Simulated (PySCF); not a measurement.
Method: PBE0-D4/def2-TZVP in PySCF. Isolated molecules, 0 K electronic values unless said otherwise. 

Reference species (SMILES): `c1ccsc1` (neutral, multiplicity 1).

```json
{
  "HOMO": "-6.89 eV",
  "hole reorganisation energy (four-point)": "0.390 eV"
}
```

Changed species: `n1sccc1` (1 ring CH replaced by N; the reference has parent ring).

Problem. Predict the effect on the HOMO and hole reorganisation energy (four-point).

Solution. the HOMO falls by 0.68 eV, to -7.57 eV; the hole reorganisation energy (four-point) drops by 0.112 eV, to 0.278 eV.
